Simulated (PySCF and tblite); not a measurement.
Results of a calculation; reference values are marked as such.
C₃H₅F, numbered as in [CH2:1]=[CH:2][CH2:3][F:4].

Search: ETKDG and KDG, MMFF94s, GFN2-xTB, 90 starts; geometries at PBE0-D3(BJ)/def2-SVP. Weights use PBE0-D3(BJ)/def2-TZVP energies plus GFN2-xTB zero-point and thermal terms (modes under about 100 cm⁻¹ blended into free rotors). Symmetry numbers and mirror images are counted. Conformers within 4 kcal/mol (GFN2-xTB free energy) were kept, 5 at most. GIAO shieldings: PBE0/pcSseg-1. Shifts are against TMS (¹H), TMS (¹³C), CFCl3 (¹⁹F) at the same level. Run with PySCF (density fitting) and tblite.

Torsions listed: C1–C2–C3–F4. Of a mirror pair one member is shown.

| conformer | shape | symmetry | E(GFN2) kcal/mol | E(DFT) kcal/mol |
| --- | --- | --- | --- | --- |
| 1 | -132° | C1 (pair) | 0.21 | 0.47 |
| 2 | 0° | Cs | 0.00 | 0.00 |

Problem. How much do the weights at 298.15 K and the averaged shift of F4 depend on how the conformers are weighted?

Solution. 
```json
{"weighting": "DFT energy with thermal terms, symmetry and mirror images (full scheme)", "1 (%)": "50", "2 (%)": "50", "δ (ppm)": "-244.8", "rms dipole (D)": "1.70"}
{"weighting": "DFT energy with symmetry and mirror images", "1 (%)": "48", "2 (%)": "52", "δ (ppm)": "-245.3", "rms dipole (D)": "1.70"}
{"weighting": "bare DFT energy", "1 (%)": "31", "2 (%)": "69", "δ (ppm)": "-248.6", "rms dipole (D)": "1.68"}
{"weighting": "GFN2-xTB energy with symmetry and mirror images", "1 (%)": "58", "2 (%)": "42", "δ (ppm)": "-243.2", "rms dipole (D)": "1.71"}
{"weighting": "GFN2-xTB free energy", "1 (%)": "61", "2 (%)": "39", "δ (ppm)": "-242.8", "rms dipole (D)": "1.71"}
{"weighting": "leading conformer alone", "1 (%)": "100", "2 (%)": "0", "δ (ppm)": "-235.0", "rms dipole (D)": "1.74"}
{"weighting": "equal weights", "1 (%)": "50", "2 (%)": "50", "δ (ppm)": "-244.9", "rms dipole (D)": "1.70"}
```

The largest departure from the full scheme, 9.8 ppm, comes with: leading conformer alone.

Unscaled ¹⁹F shifts at such levels can be off by tens of ppm; differences between conformers or isomers are more reliable.
